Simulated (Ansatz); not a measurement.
Saddle point of SiNH$_{6}$, doublet (SiNH₅ ([NH2][SiH3]) + H → SiNH₄ ([NH][SiH3]) + H₂; bonds formed: H1–H4; bonds broken: H1–N2), PBE0-D4/def2-TZVP structure:

```
atom    x (Å)    y (Å)    z (Å)
  H1   0.2106  -1.2417   1.0021
  N2   0.8468  -0.1207   0.4991
 Si3  -0.1871   0.5230  -0.7654
  H4  -0.3820  -1.7456   1.3720
  H5   0.8563   0.4506   1.3452
  H6  -1.5077   1.0408  -0.3100
  H7   0.5691   1.6463  -1.3821
  H8  -0.4060  -0.5529  -1.7609
```

Energies are electronic, without zero-point energy. Barriers and step energies count from the start structure reached by relaxing down the imaginary mode; all methods use the PBE0-D4 structures, on which another method's saddle can fall below an end. Computed with Ansatz 0.2.0 (basis: def2-TZVPP, with def2-QZVPP for the basis limit); correlated methods freeze the cores; orbitals are unrestricted. B3LYP uses VWN-RPA correlation. Extrapolation: Hartree–Fock as exp(−7.88 √X), correlation as X^−2.97.

| method | barrier (kcal/mol) | step energy (kcal/mol) |
| --- | --- | --- |
| SPW92 | ? | 14.87 |
| PBE-D4 | 10.07 | 8.24 |
| BLYP-D4 | 6.96 | 2.91 |
| r2SCAN-D4 | 9.65 | 5.02 |
| B97M-V | 12.17 | 5.59 |
| PBE0-D4 | 14.20 | 8.89 |
| B3LYP-D4 | 10.56 | 4.22 |
| r2SCAN0-D4 | 12.61 | 5.51 |
| BHLYP-D4 | 14.60 | 4.16 |
| CAM-B3LYP-D4 | ? | 6.60 |
| wB97X-V | 16.14 | 7.67 |
| wB97M-V | 16.20 | 7.66 |
| B2PLYP | 15.04 | 6.84 |
| PBE-QIDH | 19.32 | 10.85 |
| RPA on PBE | 14.72 | 4.45 |
| HF | ? | 3.32 |
| MP2 | 25.00 | 14.85 |
| CCSD | 17.55 | 6.13 |
| CCSD(T) | 17.02 | 7.12 |

Question: Fill in the withheld barriers. (Judge from chemistry; the value comes from the calculation.)

Answer: Computed: CAM-B3LYP-D4 13.61; SPW92 8.33; HF 25.00 kcal/mol. Each is the energy of the saddle less that of the start structure, by the same method.

For comparison, the barrier by CCSD(T) at an estimated basis limit (MP2 extrapolated from triple and quadruple zeta, plus CCSD(T) − MP2 in triple zeta) is 17.78 kcal/mol.

T1 diagnostic: at most 0.020. ⟨S²⟩ of the unrestricted Hartree–Fock references: 0.75 to 0.79 (a pure state has 0.75).

Radical steps of this kind take place in plasma deposition and etching.

Labels in which every atom is bracketed show which atoms are joined, not bond orders.

For scale, one of the runs: CCSD(T)/def2-TZVPP, 157 basis functions, launched by `ansatz run in.yaml --threads 2 --pin off --events-out ev --progress --plain --max-ram 4352MiB`. Time: 47 s of wall clock on 2 CPU threads of an Arm Neoverse V1; the host was shared. Peak host memory: 2.5 GiB.
